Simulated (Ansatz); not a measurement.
**B₂H₂ (singlet): from Hartree-Fock to the top rungs at distance B1–B2 = 1.925 Å, cc-pVTZ**

One table from this session's results is given with a row withheld; the runs are named, their logs left out.

Method: cc-pVTZ, core rule «outside noble gas», up to 2 orbitals frozen; program: Ansatz 0.2.0, Gaussian basis.

Plan: UHF; CCSD(T) on RHF; CCSD(T) on UHF; BCCD(T) on RHF; CCSDT(Q) on RHF; CCSDT(Q) on UHF; CASSCF and NEVPT2, 2 electrons in 2 orbitals.

6 further runs of the same task are left out: 6 for a known fault of the program. Runs told in other sessions of the task aren't counted.

## The system

The geometry derives from a PBE0/def2-TZVP stationary point (not a proven minimum). One bond is set to the value named and the two fragments are kept rigid.

4 atoms, charge 0, spin multiplicity 1.

Atoms are counted from 1 here; the program's logs count them from 0.

Bond lengths: B1–H3 1.199 Å, B1–H4 1.199 Å. Angles: H3–B1–H4 117.3°.

The first run:

The input, in.yaml:

```yaml
crystal:
  periodic: [false, false, false]
  atoms:
    - {symbol: B, position_ang: [0.000000, 0.000000, 0.827238]}
    - {symbol: B, position_ang: [0.000000, 0.000000, -1.097762]}
    - {symbol: H, position_ang: [0.000000, 1.023985, 1.450794]}
    - {symbol: H, position_ang: [0.000000, -1.023985, 1.450794]}
basis:
  gaussian: {orbitals: cc-pVTZ}
magnetization: {spin_polarized: true, initial_magnetization: 0}
hamiltonian: {xc: hf}
output: {orbitals: {seedname: orbitals}}
```

The run is started by

```bash
$ ansatz run in.yaml --threads 1 --pin off --events-out ev --progress --plain --max-ram 2816MiB --backend cpu
```

Steps of the session up to this table: UHF; CCSD(T) on RHF; CCSD(T) on UHF; BCCD(T) on RHF; CCSDT(Q) on RHF; CCSDT(Q) on UHF; CASSCF and NEVPT2, 2 electrons in 2 orbitals.

One of the session's tables, all rows but one given; the rest of the session is left out.

It belongs to the step «Misses and costs». 

```
     method  from RCCSDT(Q) (meV)
        RHF               +5659.5
        UHF               +5208.2
       RMP2                     ?
       UMP2               +1281.3
      RCCSD                +199.7
      UCCSD                +209.5
   RCCSD(T)                 +36.8
   UCCSD(T)                 +50.1
    BCCD(T)                 +36.3
     RCCSDT                  +8.1
     UCCSDT                 +12.2
  RCCSDT(Q)                     0
  UCCSDT(Q)                  +2.4
CASSCF pair               +5041.4
NEVPT2 pair               +1218.7
```

**Question.** Estimate the row for RMP2.

As computed: from RCCSDT(Q) (meV): +1278.7. In the column «from RCCSDT(Q) (meV)» it lies between NEVPT2 pair (+1218.7) and UMP2 (+1281.3).

Caveats from the session: The determinant of HF (⟨S²⟩ 0.79) is far from a pure spin state, so its energy mixes those of several spin states; that is harmless only where they are near-degenerate. The determinant of CCSD(T) (⟨S²⟩ 0.79) is far from a pure spin state, so its energy mixes those of several spin states; high orders of coupled cluster remove much of that, low ones don't. The determinant of CCSDT(Q) (⟨S²⟩ 0.79) is far from a pure spin state, so its energy mixes those of several spin states; high orders of coupled cluster remove much of that, low ones don't. Restricted and unrestricted rows rest on different reference determinants; a gap between their highest levels can come from leftover correlation error, from unlike frozen cores or from another state.
